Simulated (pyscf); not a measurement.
Four-centre exchange: H₃C–In(CH₃)–CH₃ + H₂ → CH₄ + H₃C–InH–CH₃

Gas phase, singlet surface, charge 0. Bonds broken: C1–In2, H14–H15. Bonds formed: C1–H14, In2–H15. Structures and frequencies: ωB97X-D3(BJ)/def2-SVP in PySCF.

Transition state (Å):

```xyz
15

C      1.0867     0.5066    -0.8187
In    -1.2379     1.1340    -0.5276
C     -2.4063    -0.5180    -1.2217
C     -1.2237     2.6579     0.9725
H      0.9609    -0.4624    -0.3052
H      1.7189     1.1573    -0.1946
H      1.6336     0.2790    -1.7495
H     -1.9546    -0.9219    -2.1393
H     -3.4396    -0.2119    -1.4412
H     -2.4334    -1.3141    -0.4624
H     -2.1596     3.2352     0.9626
H     -0.3830     3.3414     0.7854
H     -1.1004     2.2117     1.9708
H      0.2313     1.3874    -1.7104
H     -0.4932     1.9898    -2.1846
```

One imaginary mode, 1578i cm⁻¹; descent along it reached the two sides named.

```
bond     change  reactant side (Å)  saddle  product side
-------  ------  -----------------  ------  ------------
C1–In2   breaks              2.167   2.425           3.1
H14–H15  breaks              0.762   1.055           2.8
C1–H14    forms                3.2   1.517         1.102
In2–H15   forms                2.7   2.008         1.739
```

Electronic energies relative to the separated reactants (kJ/mol):

```
level                   barrier  reaction energy  reverse barrier
----------------------  -------  ---------------  ---------------
ωB97X-D3(BJ)/def2-TZVP    141.5            -43.5            185.0
PBE/def2-TZVP             118.6            -48.5            167.1
r²SCAN/def2-TZVP          120.7            -48.5            169.2
B3LYP-D3(BJ)/def2-TZVP    135.9            -49.5            185.3
PBE0-D3(BJ)/def2-TZVP     123.8            -49.4            173.3
M06-2X/def2-TZVP          140.6            -40.3            180.9
ωB97M-D3(BJ)/def2-TZVP    141.0            -52.0            193.0
HF/def2-TZVP              194.3            -73.5            267.8
```

With ωB97M-D3(BJ)/def2-TZVP energies and thermal terms (ideal gas, 1 atm, RRHO with modes under 100 cm⁻¹ raised to 100, one conformer, R ln 2 for chiral ones without a mode under 150 cm⁻¹), in kJ/mol:

| T (K) | ΔH‡ | ΔG‡ | ΔH | ΔG |
|---|---|---|---|---|
| 298 | 143.3 | 179.7 | -42.3 | -45.0 |
| 600 | 139.3 | 218.6 | -48.3 | -45.4 |
| 900 | 138.5 | 258.4 | -52.7 | -42.9 |
| 1200 | 139.3 | 298.3 | -55.7 | -39.1 |

At the saddle there is also a short H–In contact that neither side keeps. This is the saddle that the search found; another between the same sides may lie lower. Elements past Kr carry the def2 core potentials, without spin-orbit coupling.
